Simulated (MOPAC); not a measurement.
MOPAC input (PM7):

```
PM7 PRECISE GNORM=0.05 LET XYZ UHF MS=0.5 GEO-OK AUX(PRECISION=9) THREADS=1
C3H7O

O    -0.03358599 1    1.35244432 1   -0.19132675 1
C    -0.02298824 1    0.02608309 1    0.34390833 1
H     0.79751410 1    1.78006367 1    0.04092007 1
H     0.10297798 1    0.08688173 1    1.44150946 1
C    -1.33803449 1   -0.58604795 1    0.05002014 1
C     1.14695488 1   -0.79080276 1   -0.21079365 1
H     1.07992468 1   -0.84954531 1   -1.29760345 1
H    -2.17250250 1    0.04060755 1   -0.22648968 1
H     2.09977048 1   -0.32776419 1    0.05824743 1
H    -1.49388676 1   -1.64185974 1    0.21779862 1
H     1.13929704 1   -1.80333248 1    0.19742255 1
```

Output:

```
 *******************************************************************************
 **                                                                           **
 **                              MOPAC v23.2.5                                **
 **                                                                           **
 *******************************************************************************
 ** MOPAC's Digital Object Identifier: https://doi.org/10.5281/zenodo.6511958 **
 **                                                                           **
 ** Please cite the open-source release paper for use of this MOPAC version:  **
 ** J. E. Moussa and J. J. P. Stewart (2026)                                  **
 ** MOPAC: An open-source semiempirical molecular orbital program             **
 ** J. Open Source Softw., 11(119), 8025, https://doi.org/10.21105/joss.08025 **
 *******************************************************************************

                              PM7 CALCULATION RESULTS

 *******************************************************************************
 *  PM7        - The PM7 Hamiltonian to be used
 *  GEO-OK     - OVERRIDE INTERATOMIC DISTANCE AND OTHER SAFETY CHECKS
 *  UHF        - UNRESTRICTED HARTREE-FOCK CALCULATION
 *  MS=        - IN MECI, MAGNETIC COMPONENT OF SPIN =  0.5
 *  LET        - OVERRIDE SOME SAFETY CHECKS
 *  PRECISE    - TIGHTER CRITERIA TO BE USED
 *  XYZ        - CARTESIAN COORDINATE SYSTEM TO BE USED
 *  GNORM      - EXIT WHEN GRADIENT NORM DROPS BELOW 0.050
 *  AUX        - OUTPUT AUXILIARY INFORMATION
 *******************************************************************************
PM7 PRECISE GNORM=0.05 LET XYZ UHF MS=0.5 GEO-OK AUX(PRECISION=9) THREADS=1
 C3H7O

   ATOM   CHEMICAL          X               Y               Z
  NUMBER   SYMBOL      (ANGSTROMS)     (ANGSTROMS)     (ANGSTROMS)

     1       O         -0.03358599  *   1.35244432  *  -0.19132675  *
     2       C         -0.02298824  *   0.02608309  *   0.34390833  *
     3       H          0.79751410  *   1.78006367  *   0.04092007  *
     4       H          0.10297798  *   0.08688173  *   1.44150946  *
     5       C         -1.33803449  *  -0.58604795  *   0.05002014  *
     6       C          1.14695488  *  -0.79080276  *  -0.21079365  *
     7       H          1.07992468  *  -0.84954531  *  -1.29760345  *
     8       H         -2.17250250  *   0.04060755  *  -0.22648968  *
     9       H          2.09977048  *  -0.32776419  *   0.05824743  *
    10       H         -1.49388676  *  -1.64185974  *   0.21779862  *
    11       H          1.13929704  *  -1.80333248  *   0.19742255  *

          CARTESIAN COORDINATES

    NO.       ATOM           X           Y           Z

     1         O         -0.0336      1.3524     -0.1913
     2         C         -0.0230      0.0261      0.3439
     3         H          0.7975      1.7801      0.0409
     4         H          0.1030      0.0869      1.4415
     5         C         -1.3380     -0.5860      0.0500
     6         C          1.1470     -0.7908     -0.2108
     7         H          1.0799     -0.8495     -1.2976
     8         H         -2.1725      0.0406     -0.2265
     9         H          2.0998     -0.3278      0.0582
    10         H         -1.4939     -1.6419      0.2178
    11         H          1.1393     -1.8033      0.1974

 General Reference for PM7:
 "Optimization of Parameters for Semiempirical Methods VI: More Modifications to the
 NDDO Approximations and Re-optimization of Parameters", J. J. P. Stewart, J. Mol. Mod., 1:32, 19 (2013)
 https://link.springer.com/article/10.1007/s00894-012-1667-x

           Empirical Formula: C3 H7 O  =    11 atoms

      MOLECULAR POINT GROUP   :   C1

          UHF CALCULATION, NO. OF ALPHA ELECTRONS =   13
                           NO. OF BETA  ELECTRONS =   12

          Geometry optimization using EF

          DIAGONAL MATRIX USED AS START HESSIAN

 CYCLE:     1  GRAD.:    33.144 HEAT: -27.81277
 CYCLE:     2  GRAD.:   158.731 HEAT: -20.65892
 CYCLE:     3  GRAD.:    86.121 HEAT: -26.10688
 CYCLE:     4  GRAD.:   160.058 HEAT: -18.68587
 CYCLE:     5  GRAD.:   104.548 HEAT: -25.11127
 CYCLE:     6  GRAD.:   136.090 HEAT: -20.07532
 CYCLE:     7  GRAD.:    90.215 HEAT: -25.78524
 CYCLE:     8  GRAD.:   139.635 HEAT: -20.78014
 CYCLE:     9  GRAD.:    36.663 HEAT: -28.39976
 CYCLE:    10  GRAD.:   121.484 HEAT: -22.71825
 CYCLE:    11  GRAD.:    38.768 HEAT: -28.46230
 CYCLE:    12  GRAD.:   131.699 HEAT: -20.42937
 CYCLE:    13  GRAD.:    11.371 HEAT: -28.98760
 CYCLE:    14  GRAD.:    34.771 HEAT: -28.49872
 CYCLE:    15  GRAD.:    13.311 HEAT: -28.99813
 CYCLE:    16  GRAD.:    30.344 HEAT: -28.48559
 CYCLE:    17  GRAD.:     6.366 HEAT: -29.07656
 CYCLE:    18  GRAD.:    22.248 HEAT: -28.87864
 CYCLE:    19  GRAD.:     1.497 HEAT: -29.10295
 CYCLE:    20  GRAD.:     4.082 HEAT: -29.10572
 CYCLE:    21  GRAD.:     2.649 HEAT: -29.13590
 CYCLE:    22  GRAD.:     5.251 HEAT: -29.20568
 CYCLE:    23  GRAD.:     2.630 HEAT: -29.23065
 CYCLE:    24  GRAD.:     2.005 HEAT: -29.25110
 CYCLE:    25  GRAD.:     1.592 HEAT: -29.26144
 CYCLE:    26  GRAD.:     3.033 HEAT: -29.26001
 CYCLE:    27  GRAD.:     1.027 HEAT: -29.26634
 CYCLE:    28  GRAD.:     0.681 HEAT: -29.26757
 CYCLE:    29  GRAD.:     0.519 HEAT: -29.26931
 CYCLE:    30  GRAD.:     0.390 HEAT: -29.27032
 CYCLE:    31  GRAD.:     0.271 HEAT: -29.27072
 CYCLE:    32  GRAD.:     0.381 HEAT: -29.27123
 CYCLE:    33  GRAD.:     0.588 HEAT: -29.27193
 CYCLE:    34  GRAD.:     0.891 HEAT: -29.27373
 CYCLE:    35  GRAD.:     0.662 HEAT: -29.27631
 CYCLE:    36  GRAD.:     0.331 HEAT: -29.27739
 CYCLE:    37  GRAD.:     0.350 HEAT: -29.27799
 CYCLE:    38  GRAD.:     0.377 HEAT: -29.27829
 CYCLE:    39  GRAD.:     0.163 HEAT: -29.27844
 CYCLE:    40  GRAD.:     0.097 HEAT: -29.27851
 CYCLE:    41  GRAD.:     0.054 HEAT: -29.27854
 CYCLE:    42  GRAD.:     0.028 HEAT: -29.27854

     GRADIENT =  0.02761 IS LESS THAN CUTOFF =  0.05000

 -------------------------------------------------------------------------------
 PM7 PRECISE GNORM=0.05 LET XYZ UHF MS=0.5 GEO-OK AUX(PRECISION=9) THREADS=1
 C3H7O

     GEOMETRY OPTIMISED USING EIGENVECTOR FOLLOWING (EF).
     SCF FIELD WAS ACHIEVED

                              PM7 CALCULATION
                                                       MOPAC v23.2.5 Linux

          FINAL HEAT OF FORMATION =        -29.27854 KCAL/MOL =    -122.50143 KJ/MOL

          COSMO AREA              =        103.78 SQUARE ANGSTROMS
          COSMO VOLUME            =         88.58 CUBIC ANGSTROMS

          GRADIENT NORM           =          0.02761          =       0.00833 PER ATOM
          IONIZATION POTENTIAL    =          9.358499 EV
          ALPHA SOMO LUMO (EV)    =         -9.358  2.869
          BETA  SOMO LUMO (EV)    =        -10.666  0.562
          NO. OF ALPHA ELECTRONS  =         13
          NO. OF BETA  ELECTRONS  =         12
          MOLECULAR WEIGHT        =         59.0877         POINT GROUP:  C1

          MOLECULAR DIMENSIONS (Angstroms)

            Atom       Atom       Distance
            H     9    H     8     4.20052
            H    10    H     3     3.56389
            H     4    H     7     3.03547

          SCF CALCULATIONS        =         43

   ATOM   CHEMICAL          X               Y               Z
  NUMBER   SYMBOL      (ANGSTROMS)     (ANGSTROMS)     (ANGSTROMS)

     1       O         -0.05616894  *   1.33889171  *  -0.12820121  *
     2       C         -0.02442149  *   0.01407472  *   0.39346827  *
     3       H          0.83689489  *   1.72462739  *  -0.15690375  *
     4       H          0.09860899  *   0.11289483  *   1.50290388  *
     5       C         -1.32442947  *  -0.58389856  *   0.05436843  *
     6       C          1.13822124  *  -0.77282391  *  -0.22236238  *
     7       H          1.06603313  *  -0.77493189  *  -1.31807737  *
     8       H         -2.04688461  *  -0.01578282  *  -0.48986242  *
     9       H          2.10656244  *  -0.34021513  *   0.04676585  *
    10       H         -1.56501418  *  -1.57906839  *   0.33961433  *
    11       H          1.13500102  *  -1.81650666  *   0.10969918  *

                             CARTESIAN COORDINATES

   1    O       -0.056168937     1.338891706    -0.128201208
   2    C       -0.024421487     0.014074724     0.393468271
   3    H        0.836894891     1.724627394    -0.156903747
   4    H        0.098608992     0.112894833     1.502903876
   5    C       -1.324429466    -0.583898557     0.054368433
   6    C        1.138221243    -0.772823909    -0.222362380
   7    H        1.066033125    -0.774931889    -1.318077373
   8    H       -2.046884615    -0.015782817    -0.489862421
   9    H        2.106562443    -0.340215134     0.046765854
  10    H       -1.565014178    -1.579068391     0.339614329
  11    H        1.135001018    -1.816506664     0.109699183

           Empirical Formula: C3 H7 O  =    11 atoms

      MOLECULAR POINT GROUP   :   C1

          ALPHA EIGENVALUES
 -29.74806 -26.84134 -23.75386 -20.04288 -17.48443 -15.60549 -15.33780 -13.78730
 -13.51970 -13.13395 -12.06071 -10.81590  -9.35850   2.86898   3.84817   4.42247
   5.26043   5.41810   5.60889   6.08103   6.18322   6.54804   6.64012

           BETA EIGENVALUES
 -29.70290 -26.76137 -23.54330 -19.84850 -17.42101 -15.43737 -15.27220 -13.57473
 -13.42824 -13.06438 -11.95989 -10.66552   0.56244   2.85047   3.96442   4.69873
   5.32714   5.43851   5.64151   6.10467   6.38637   6.63957   6.79012

              NET ATOMIC CHARGES AND DIPOLE CONTRIBUTIONS

  ATOM NO.   TYPE          CHARGE      No. of ELECS.   s-Pop       p-Pop
    1          O          -0.564819        6.5648     1.85004     4.71478
    2          C           0.176245        3.8238     1.07118     2.75257
    3          H           0.312311        0.6877     0.68769
    4          H           0.126516        0.8735     0.87348
    5          C          -0.324102        4.3241     1.13115     3.19295
    6          C          -0.496588        4.4966     1.06187     3.43472
    7          H           0.165200        0.8348     0.83480
    8          H           0.160518        0.8395     0.83948
    9          H           0.147209        0.8528     0.85279
   10          H           0.140417        0.8596     0.85958
   11          H           0.157094        0.8429     0.84291
 DIPOLE           X         Y         Z       TOTAL
 POINT-CHG.     1.352    -1.516     0.726     2.157
 HYBRID         0.338     0.229    -0.182     0.447
 SUM            1.690    -1.287     0.544     2.193

          ATOMIC ORBITAL ELECTRON POPULATIONS

     Atom    s        px        py        pz
    1  O   1.85004   1.43677   1.38136   1.89664
    2  C   1.07118   0.95752   0.78015   1.01490
    3  H   0.68769
    4  H   0.87348
    5  C   1.13115   1.04306   1.09578   1.05411
    6  C   1.06187   1.10252   1.15115   1.18104
    7  H   0.83480
    8  H   0.83948
    9  H   0.85279
   10  H   0.85958
   11  H   0.84291

                    (SZ)    =    0.500000
                    (S**2)  =    0.753495

          ATOMIC ORBITAL SPIN POPULATIONS

    Atom   Total    s     px     py     pz
         Atomic
    1  O  0.0011 -0.000  0.000  0.001 -0.000
    2  C -0.0551 -0.007 -0.028 -0.007 -0.013
    3  H -0.0010 -0.001
    4  H  0.0299  0.030
    5  C  1.0468  0.026  0.164  0.139  0.718
    6  C  0.0393  0.008  0.020  0.007  0.005
    7  H -0.0015 -0.001
    8  H -0.0289 -0.029
    9  H -0.0006 -0.001
   10  H -0.0291 -0.029
   11  H -0.0010 -0.001

 **********************
 *                    *
 * JOB ENDED NORMALLY *
 *                    *
 **********************

 == MOPAC DONE ==
```
